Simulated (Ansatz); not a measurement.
For rock-salt NiO, LDA in Ansatz (plane waves, PAW) gives:

band gap at the measured cell: 0.41 eV
magnetic moment: 1.14 μB

**Question.** What does Hartree–Fock (plane waves, PAW; Ansatz, an electronic-structure program) give for the same quantities?

**Answer.** 
- band gap at the measured cell: 14.27 eV (rises by 13.86 eV)
- magnetic moment: 1.88 μB (increases by 0.74 μB)

Changes are worked out from the printed values.

Unless a cell is named, each level is at its own relaxed cell.

Density-functional gaps are differences of (generalised) Kohn–Sham levels.

Spin-polarised runs: LDA (opposed moments), Hartree–Fock (opposed moments).

Ansatz's density-functional and Hartree–Fock values are scalar-relativistic unless marked +SOC, with PAW data made under PBE.
